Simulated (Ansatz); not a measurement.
# Solid chlorine

Level of theory: PBEsol in Ansatz (plane waves, PAW).

Settings: plane-wave cutoff 520 eV, 10×10×4 k mesh (along the axes of the cell as run), Fermi–Dirac smearing 0.01 eV, scalar-relativistic PAW data made under PBE.

Cell (relaxed at this level):

Cl is taken in the orthorhombic space group Cmce (No. 64), Pearson symbol oS8. Conventional cell: a = 6.946 Å, b = 3.878 Å, c = 8.006 Å, α = β = γ = 90.00°. Cl on 8f has 1 Cl at 2.033 Å. (Neighbours: up to the widest gap in distance over summed covalent radii, below 1.35, at either atom.)
(The calculation used a cell of 4 atoms; values per cell refer to that cell.)

```yaml
bulk_modulus: 3.76 GPa
band_gap: 2.02 eV (direct)
```

Note: the cell comes from a level without a dispersion term, which matters for the spacing of layers, chains or molecules; the bulk modulus comes from volumes at which shape and atoms were relaxed.

Computed values are for the static lattice.

Ansatz is a program for electronic structure.
